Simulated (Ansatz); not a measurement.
Thallium, hcp: convergence with the plane-wave cutoff

Computed with Ansatz, PBE, scalar-relativistic PAW, on the relaxed cell (a = 3.590 Å, c = 5.642 Å (c/a = 1.571); spin not included). Errors count from a run at 420 eV on a Γ-centred 17×17×9 mesh with Fermi-Dirac smearing of 0.1 eV, extrapolated to zero width. Fixed here: mesh 10×10×6, Fermi-Dirac width 0.1 eV. The pressure holds a Pulay correction and is unreliable far below the recommended cutoff. The SCF starts from atomic densities corrected by a trained network.

```json
{"cutoff (eV)": "150", "E(σ→0) error (meV/atom)": "23914.7", "P (GPa)": "4.06", "SCF iterations": "8"}
{"cutoff (eV)": "200", "E(σ→0) error (meV/atom)": "4677.0", "P (GPa)": "-0.84", "SCF iterations": "7"}
{"cutoff (eV)": "250", "E(σ→0) error (meV/atom)": "690.4", "P (GPa)": "0.05", "SCF iterations": "7"}
{"cutoff (eV)": "300", "E(σ→0) error (meV/atom)": "52.7", "P (GPa)": "0.04", "SCF iterations": "6"}
{"cutoff (eV)": "350", "E(σ→0) error (meV/atom)": "-0.6", "P (GPa)": "-0.01", "SCF iterations": "6"}
{"cutoff (eV)": "420", "E(σ→0) error (meV/atom)": "-2.4", "P (GPa)": "-0.02", "SCF iterations": "6"}
{"cutoff (eV)": "500", "E(σ→0) error (meV/atom)": "-3.8", "P (GPa)": "-0.02", "SCF iterations": "6"}
{"cutoff (eV)": "600", "E(σ→0) error (meV/atom)": "-3.9", "P (GPa)": "-0.02", "SCF iterations": "6"}
{"cutoff (eV)": "800", "E(σ→0) error (meV/atom)": "-4.0", "P (GPa)": "-0.02", "SCF iterations": "6"}
```

Within 5 meV/atom of the last row: from 350 eV on.
